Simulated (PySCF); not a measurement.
# P2: the cost of one run

The runs use PySCF 2.14.0; method and basis as typed in the scripts.

3 further runs of the same task are left out: 1 for a known fault of the program, 2 that didn't finish.

## 1. The system as given

P2⁺: 2 atoms, charge 1, spin multiplicity 2.

Bond lengths: P1–P2 1.806 Å.

## 2. Base script

Input file input.py:

```python
from pyscf import gto, scf, cc

mol = gto.M(
    atom='P 0 0 0; P 0 0 1.806',
    basis='6-31g',
    charge=1,
    spin=1,
    verbose=4,
)
mf = scf.ROHF(mol)
mf.kernel()
mycc = cc.CCSD(mf)
mycc.kernel()
e = mycc.eeccsd(nroots=4)[0]
print('roots (eV) =', (e*27.211386).round(3))
mf.dip_moment()
print('orbital energies (hartree):', mf.mo_energy[..., max(0, mol.nelec[1]-3):mol.nelec[0]+3].round(4))
```

Command:

```sh
> OMP_NUM_THREADS=1 python input.py
```

**Question.** How long does this run take on 1 thread of Arm Neoverse N1, shared host, and how much memory does it need?

About 7.1 s, with a peak of 0.16 GiB.
